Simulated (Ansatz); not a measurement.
The input, for Ansatz 0.2.0:

```yaml
crystal:
  periodic: [false, false, false]
  atoms:
    - {symbol: B, position_ang: [0.000000, 0.000000, 1.528108]}
    - {symbol: B, position_ang: [0.000000, 0.000000, -1.920892]}
    - {symbol: H, position_ang: [0.000000, 1.047868, 2.106470]}
    - {symbol: H, position_ang: [0.000000, -1.047868, 2.106470]}
basis:
  gaussian: {orbitals: 6-31G}
magnetization: {spin_polarized: false, initial_magnetization: 2}
correlation: {method: sc_nevpt2, electrons: outside_noble_gas, active_space: {window: {electrons: 2, orbitals: 6}, states: [{multiplicity: 3, weights: [0.5, 1]}]}}
```

```sh
$ ansatz run in.yaml --threads 1 --pin off --events-out ev --progress --plain --max-ram 2393MiB
```

The program prints:

```
496 factors; integrals over basis functions are off by at most 1.0e-7 eV
mean field evaluation 1: about -1362.6186 eV, gradient 1.3e1 eV
mean field evaluation 2: about -1362.6174 eV, gradient 1.3e1 eV
mean field evaluation 4: about -1366.7112 eV, gradient 8.1e0 eV
mean field evaluation 8: about -1367.6100 eV, gradient 4.4e-1 eV
mean field evaluation 16: about -1367.6117 eV, gradient 1.4e-2 eV
mean field evaluation 32: about -1367.6103 eV, gradient 1.7e-4 eV
mean field evaluation 64: about -1367.6226 eV, gradient 1.7e-2 eV
mean field evaluation 96: about -1367.6261 eV, gradient 6.7e-2 eV
mean field evaluation 128: about -1362.6186 eV, gradient 1.3e1 eV
mean field evaluation 160: about -1367.6238 eV, gradient 3.2e-6 eV
mean field -1367.62375426 eV, -50.2592459603 hartree, gradient 3.2e-6 eV, S^2 2.000000; 15 other end points of the search recorded, 0 dependent functions left out
reference -1367.62375426 eV, -50.2592459603 hartree; 7, 5 occupied and 15, 17 virtual orbitals, 496 factors
state -1367.63585855 eV, -50.2596907849 hartree
state -1367.61682427 eV, -50.2589912880 hartree
state -1367.63585855 eV, -50.2596907849 hartree; corrected -1369.23353054 eV, -50.3184041474 hartree
state -1367.61682427 eV, -50.2589912880 hartree; corrected -1369.23559037 eV, -50.3184798450 hartree
Total energy: -1369.23490376 eV, -50.3184546124 hartree
```

Ran on 1 thread of Arm Neoverse V1, shared host: 1.4 s wall, 0.15 GiB peak host memory.
